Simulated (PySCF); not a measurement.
Compound: PO2 (charge +1).
SMILES: `O=[P+]=O`

Method: PySCF 2.14.0, PBE0-D3(BJ)/def2-SVP geometry optimisation, gas phase.

Take the most abundant isotopes and a rigid rotor. 

(1) What are the moment of inertia and the rotational constant?

(2) List the first levels of a rigid rotor in a Σ state.

(3) Has it a pure rotational spectrum?

(4) Estimate the classical rotational partition function at 10 K, 25 K and 200 K.

Answers

(1) I = 66.598 u·Å², B = 505379 MHz·u·Å²/I = 7588 MHz (0.2531 cm⁻¹, or 0.364 K as hB/k).

(2) E(J) = BJ(J+1): J = 1: 0.506, J = 2: 1.519, J = 3: 3.038, J = 4: 5.063, J = 5: 7.594, J = 6: 10.631 cm⁻¹. The exchanged nuclei have no spin, so only every second level exists.

(3) Not by electric dipole: D∞h allows no dipole (computed 0.00 D). Rotational Raman lines (ΔJ = 2) lie at B(4J + 6), spaced by 8B = 2.025 cm⁻¹ as every second level is missing.

(4) Point group D∞h, symmetry number σ = 2; q = kT/(σhB), k/h = 20836.6 MHz/K: 13.7 at 10 K, 34.3 at 25 K, 275 at 200 K.

PBE0-D3(BJ)/def2-SVP frequencies: not computed here. No vibrational averaging or centrifugal distortion is included, and the geometry carries the error of its method.
